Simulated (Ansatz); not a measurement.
**How far each method lies from full CI for CN, doublet**

Geometry: MP2(full)/6-31G*, from the G2/97 set.

```xyz
2

C     0.0000    0.0000    0.0000
N     0.0000    0.0000    1.1348
```

Basis 6-31G; Ansatz 0.2.0. Correlated methods freeze the noble-gas cores, which leaves 9 electrons in 16 orbitals. Prefix R: restricted or restricted open-shell reference; prefix U: unrestricted. Active spaces: valence = (9e, 8o) chosen from the atoms' valence shells.

Full CI is exact within this basis and frozen core; it isn't the basis-set limit. The frozen core follows each run's orbitals, which can shift R against U totals by a few meV.

Unrestricted rows (U) aren't spin-pure: their determinants' ⟨S²⟩ exceeds S(S+1) by up to 0.37, so they mix in states of higher spin. For open shells CISD and CISDTQ are restricted-active-space CI with the open shells as a complete middle space.

```
UHF ⟨S²⟩                          : 1.124
T1 diagnostic (RCCSD)             : 0.0552
largest doubles amplitude (RCCSD) : 0.110
T1 diagnostic (UCCSD)             : 0.0846
```

| level | E − E(RHF) (eV) |
| --- | --- |
| UHF | -0.4802 |
| RMP2 | -5.4248 |
| UMP2 | -4.6879 |
| RCCSD | -5.6173 |
| UCCSD | -5.6317 |
| RCCSD(T) | -5.8130 |
| UCCSD(T) | -5.7899 |

Q: Estimate how far full CI in 6-31G lies from RCCSD(T). The table doesn't fix it; the size of (T) and the diagnostics are the guide.

A: Full CI in 6-31G lies 65 meV below RCCSD(T), which is 33 % of the (T) step (-196 meV). T1 is raised, and the rest is a large part of (T). The miss exceeds 1 kcal/mol.

The other levels:

```
                   level  E − E(full CI) (meV)  share of correlation (%)  wall time
                    CISD                   693                     88.20      1.2 s
                 BCCD(T)                    60                     98.98     0.97 s
                  RCCSDT                    40                     99.31          –
                  UCCSDT                    43                     99.27          –
                  CISDTQ                    40                     99.33      3.7 s
               RCCSDT(Q)                     0                    100.00      4.4 s
               UCCSDT(Q)                     0                    100.00      4.5 s
                 RCCSDTQ                     6                     99.90       40 s
                 UCCSDTQ                     5                     99.91       43 s
  CASSCF (valence space)                  1644                     72.03          –
  NEVPT2 (valence space)                   423                     92.81      1.7 s
  MRCISD (valence space)                    54                     99.08          –
MRCISD+Q (valence space)                    14                     99.76      2.6 s
```

The correlation energy at full CI, counted from RHF, is -5.878 eV. That run took 21 s on 1 thread of AMD EPYC 7R13, shared host over 1,989,600 determinants.

Times hold each run's SCF and search for its determinant on a shared host, so for small cases they say little of a method's own cost; they ran on 1 thread of AMD EPYC 7R13.

The full-CI state has the irrep A1 of C2v, in the program's axes (one component, if the state is degenerate).

Natural occupations of full CI about the gap: 1.984 1.939 1.911 1.911 1.023 0.088 0.088 0.017 0.012 0.007; effectively unpaired electrons, Σ n²(2−n)², 1.13.

Atomization energy (electronic, same basis, no zero-point term; atoms at the same level, unrestricted beside the R rows where the molecule is a closed shell, with restricted open-shell steps beyond CCSDT(Q)) at full CI: 582.6 kJ/mol. Errors of other levels:

```tsv
level	error (kJ/mol)
RHF	-369.3
UHF	-333.3
RMP2	15.2
UMP2	-59.0
CISD	-64.1
RCCSD	-23.3
UCCSD	-22.2
RCCSD(T)	-5.8
UCCSD(T)	-8.2
BCCD(T)	-5.3
RCCSDT	-3.9
UCCSDT	-4.4
CISDTQ	-3.8
RCCSDT(Q)	-0.1
UCCSDT(Q)	-0.3
RCCSDTQ	-0.6
UCCSDTQ	-0.8
CASSCF (valence space)	-9.8
NEVPT2 (valence space)	10.5
MRCISD (valence space)	-3.7
MRCISD+Q (valence space)	-1.9
```

This basis is far from its limit, so the value isn't to be set against a measured one. Truncated CI isn't size-consistent, which counts against it in atomization.
